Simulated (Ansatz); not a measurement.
Input file:

```yaml
crystal:
  periodic: [false, false, false]
  atoms:
    - {symbol: Al, position_ang: [-1.092286, 0.000000, 0.000000]}
    - {symbol: H, position_ang: [-1.885209, 1.373384, 0.000000]}
    - {symbol: H, position_ang: [-1.885209, -1.373384, 0.000000]}
    - {symbol: H, position_ang: [0.829714, 0.000000, 0.000000]}
    - {symbol: B, position_ang: [2.448714, 0.000000, 0.000000]}
    - {symbol: H, position_ang: [2.957788, 0.000000, 1.077008]}
    - {symbol: H, position_ang: [2.957788, 0.000000, -1.077008]}
basis:
  gaussian: {orbitals: STO-3G}
magnetization: {spin_polarized: false, initial_magnetization: 1}
correlation: {method: fic_mrcisd_q, electrons: outside_noble_gas, active_space: {window: {electrons: 7, orbitals: 4}}}
```

```sh
$ ansatz run in.yaml --threads 1 --pin off --events-out ev --progress --plain --max-ram 2393MiB
```

The program prints:

```
219 factors; integrals over basis functions are off by at most 3.9e-5 eV
mean field evaluation 1: about -7238.7353 eV, gradient 1.4e1 eV
mean field evaluation 2: about -7238.7480 eV, gradient 1.4e1 eV
mean field evaluation 4: about -7240.2282 eV, gradient 6.8e-1 eV
mean field evaluation 8: about -7240.2308 eV, gradient 1.7e-4 eV
mean field evaluation 16: about -7239.7904 eV, gradient 4.9e-5 eV
mean field evaluation 32: about -7239.7847 eV, gradient 1.3e0 eV
mean field -7240.23078081 eV, -266.0735735900 hartree, gradient 1.4e-6 eV, S^2 0.750000; 4 other end points of the search recorded, 0 dependent functions left out
reference -7240.23078081 eV, -266.0735735900 hartree; 12, 11 occupied and 7, 8 virtual orbitals, 219 factors
state -7240.23078081 eV, -266.0735735900 hartree
contracted CI cycle   1: correlation 0.00000000 eV, 0.0000000000 hartree, residual 1.04e1 eV
contracted CI cycle   2: correlation -2.75917821 eV, -0.1013979291 hartree, residual 2.07e0 eV
contracted CI cycle   3: correlation -2.87176194 eV, -0.1055353047 hartree, residual 4.30e-1 eV
contracted CI cycle   4: correlation -2.87650840 eV, -0.1057097340 hartree, residual 1.34e-1 eV
contracted CI cycle   5: correlation -2.87698807 eV, -0.1057273615 hartree, residual 4.18e-2 eV
contracted CI cycle   6: correlation -2.87703602 eV, -0.1057291237 hartree, residual 1.51e-2 eV
contracted CI cycle   7: correlation -2.87704110 eV, -0.1057293101 hartree, residual 4.21e-3 eV
contracted CI cycle   8: correlation -2.87704155 eV, -0.1057293267 hartree, residual 1.13e-3 eV
state -7240.23078081 eV, -266.0735735900 hartree; corrected -7243.35677408 eV, -266.1884517240 hartree
WARN: 3 active orbitals are nearly empty or full. The corrections depend on them more than the energy does, and are more stable in an active space without them
Total energy: -7243.35677408 eV, -266.1884517240 hartree
```

Ran on 1 thread of AMD EPYC 9R14, shared host: 0.48 s wall, 0.19 GiB peak host memory.
